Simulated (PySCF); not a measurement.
Point groups of optimised structures. Computed with PBE0-D3(BJ)/def2-SVP geometry optimisation, gas phase in PySCF 2.14.0. The symmetry is that of the one conformer found, every atom within 0.08 Å of its image; none is proved a minimum here.

**Question.** Point group, rotor type and polarity of `Cl` (HCl)?

**Answer.** C∞v; linear; symmetry number 1; dipole 1.38 D, along the axis.

**Question.** phosphorus tetramer (`p12p3p1p23`): symmetry, top, dipole?

**Answer.** Td; spherical top; symmetry number 12; 24 operations, which sort the 4 atoms into 1 set; dipole forbidden by symmetry (computed 0.00 D); A, B, C = 3369, 3368, 3366 MHz.

**Question.** What symmetry has `[cH:1]1[cH:2][cH:3][c:4]2[c:5]([cH:6]1)[CH2:7][CH2:8][CH2:9][NH:10]2` with C4–C5–C7–C8 -22°, C5–C7–C8–C9 49°, C7–C8–C9–N10 -58°, C8–C9–N10–C4 42° (1,2,3,4-tetrahydroquinoline)?

**Answer.** C1; asymmetric top; symmetry number 1; this conformer is chiral (no improper operation); dipole 2.01 D; A, B, C = 2860, 1155, 846.3 MHz.

**Question.** What symmetry has `[cH:1]1[cH:2][cH:3][c:4]([CH:5]2[CH2:6][CH2:7][CH2:8]2)[n:9][cH:10]1` with C3–C4–C5–C6 -127°, C4–C5–C6–C7 -140°, C5–C6–C7–C8 19°, C6–C7–C8–C5 -19°, C4–C5–C8–C7 140°?

**Answer.** Cs; near-prolate asymmetric top; symmetry number 1; 2 operations, which sort the 21 atoms into 18 sets; dipole 1.75 D, in the ab plane, which is the mirror.

**Question.** Point group, rotor type and polarity of 2-propynal, `C#CC=O`?

**Answer.** Cs; near-prolate asymmetric top; symmetry number 1; 2 operations, which sort the 6 atoms into 6 sets; dipole 2.81 D, in the ab plane, which is the mirror; A, B, C = 68459, 4802, 4487 MHz.
